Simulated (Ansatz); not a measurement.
Input file:

```yaml
crystal:
  periodic: [false, false, false]
  atoms:
    - {symbol: B, position_ang: [0.000000, 0.000000, 0.000000]}
    - {symbol: Na, position_ang: [0.000000, 0.000000, 2.702200]}
basis:
  gaussian: {orbitals: cc-pVQZ}
magnetization: {spin_polarized: true, initial_magnetization: 2}
correlation: {method: ccsdt_q, electrons: outside_noble_gas}
```

```sh
$ ansatz run in.yaml --threads 1 --pin off --events-out ev --progress --plain --max-ram 2393MiB
```

Log:

```
1263 factors; integrals over basis functions are off by at most 1.4e-7 eV
mean field evaluation 1: about -5071.8807 eV, gradient 4.8e0 eV
mean field evaluation 2: about -5071.8842 eV, gradient 4.8e0 eV
mean field evaluation 4: about -5072.2123 eV, gradient 7.2e-1 eV
mean field evaluation 8: about -5072.2437 eV, gradient 2.1e-2 eV
mean field evaluation 16: about -5072.2078 eV, gradient 7.2e-1 eV
mean field evaluation 32: about -5069.6996 eV, gradient 9.1e0 eV
mean field evaluation 64: about -5072.2416 eV, gradient 1.5e-1 eV
mean field evaluation 96: about -5071.5635 eV, gradient 1.3e-1 eV
mean field evaluation 128: about -5068.6673 eV, gradient 8.6e-1 eV
mean field evaluation 160: about -5069.5818 eV, gradient 4.1e0 eV
...
cycle  12  -2.33165656 eV  change   -3.5e-5 eV  update   7.9e-5
cycle  13  -2.33168209 eV  change   -2.6e-5 eV  update   4.0e-5
cycle  14  -2.33171673 eV  change   -3.5e-5 eV  update   2.3e-5
cycle  15  -2.33172857 eV  change   -1.2e-5 eV  update   1.3e-5
cycle  16  -2.33173023 eV  change   -1.7e-6 eV  update   6.7e-6
cycle  17  -2.33172896 eV  change    1.3e-6 eV  update   3.5e-6
cycle  18  -2.33172834 eV  change    6.2e-7 eV  update   1.6e-6
cycle  19  -2.33172839 eV  change   -4.9e-8 eV  update   9.1e-7
cycle  20  -2.33172898 eV  change   -5.9e-7 eV  update   6.7e-7
cycle  21  -2.33172924 eV  change   -2.7e-7 eV  update   2.8e-7
perturbative correction -0.00303572 eV, -0.0001115608 hartree
Total energy: -5074.57847176 eV, -186.4873191643 hartree
```

Ran on 1 thread of AMD EPYC 7B13, shared host: 5.2 min wall, 1.9 GiB peak host memory.
